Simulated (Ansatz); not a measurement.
in.yaml

```yaml
crystal:
  periodic: [false, false, false]
  atoms:
    - {symbol: H, position_ang: [-2.241394, 0.000000, 0.000000]}
    - {symbol: H, position_ang: [-1.062394, 0.000000, 0.000000]}
    - {symbol: B, position_ang: [0.179606, 0.000000, 0.000000]}
    - {symbol: H, position_ang: [0.688679, 0.000000, 1.077008]}
    - {symbol: H, position_ang: [0.688680, 0.000000, -1.077008]}
basis:
  gaussian: {orbitals: cc-pVDZ}
magnetization: {spin_polarized: true, initial_magnetization: 1}
correlation: {method: ccsdtq, electrons: outside_noble_gas}
```

```sh
$ ansatz run in.yaml --threads 2 --pin off --events-out ev --progress --plain --max-ram 24576MiB --backend cuda --devices 0, --max-vram 18GiB
```

Log:

```
603 factors; integrals over basis functions are off by at most 2.1e-7 eV
mean field evaluation 1: about -729.9346 eV, gradient 8.6e0 eV
mean field evaluation 2: about -729.9344 eV, gradient 8.6e0 eV
mean field evaluation 4: about -730.9708 eV, gradient 1.1e0 eV
mean field evaluation 8: about -731.0047 eV, gradient 4.4e-2 eV
mean field evaluation 16: about -730.9984 eV, gradient 4.9e-1 eV
mean field evaluation 32: about -727.9429 eV, gradient 5.3e-1 eV
mean field -731.00471084 eV, -26.8639276304 hartree, gradient 2.4e-6 eV, S^2 0.761011; 3 other end points of the search recorded, 0 dependent functions left out
determinant -731.00471084 eV, -26.8639276304 hartree, with singles and doubles -734.40974793 eV, -26.9890604357 hartree
determinant -727.95349329 eV, -26.7517974537 hartree, with singles and doubles -732.06006440 eV, -26.9027111584 hartree
determinant -727.93359160 eV, -26.7510660803 hartree, with singles and doubles -732.07605140 eV, -26.9032986701 hartree
1 core orbitals not correlated: weight in the atoms' cores, before any rotation towards them, 1.000 or more for the frozen orbitals, at most 0.000 for the correlated occupied ones
reference -731.00471084 eV, -26.8639276304 hartree; 4, 3 occupied and 29, 30 virtual orbitals, 603 factors
second order -2.67249125 eV of doubles, -0.00000000 eV of singles
cycle   1  -3.19816291 eV  change   -5.3e-1 eV  update   5.1e-2
cycle   2  -3.44435367 eV  change   -2.5e-1 eV  update   2.0e-2
cycle   3  -3.45265656 eV  change   -8.3e-3 eV  update   6.1e-3
cycle   4  -3.45793735 eV  change   -5.3e-3 eV  update   3.0e-3
cycle   5  -3.45803539 eV  change   -9.8e-5 eV  update   1.3e-3
cycle   6  -3.45766250 eV  change    3.7e-4 eV  update   4.1e-4
cycle   7  -3.45787001 eV  change   -2.1e-4 eV  update   1.7e-4
cycle   8  -3.45791852 eV  change   -4.9e-5 eV  update   6.4e-5
cycle   9  -3.45789351 eV  change    2.5e-5 eV  update   3.1e-5
cycle  10  -3.45789043 eV  change    3.1e-6 eV  update   1.3e-5
cycle  11  -3.45789193 eV  change   -1.5e-6 eV  update   5.9e-6
cycle  12  -3.45789409 eV  change   -2.2e-6 eV  update   2.5e-6
cycle  13  -3.45789470 eV  change   -6.0e-7 eV  update   1.1e-6
cycle  14  -3.45789400 eV  change    7.0e-7 eV  update   4.6e-7
cycle  15  -3.45789372 eV  change    2.8e-7 eV  update   2.3e-7
Total energy: -734.46260456 eV, -26.9910028808 hartree
```

For the same geometry and basis full CI lies 0.0 meV lower.

Ran on 2 threads of AMD EPYC 7R13 with a shared H100 80 GB, shared host: 19 s wall, 0.82 GiB peak host memory.
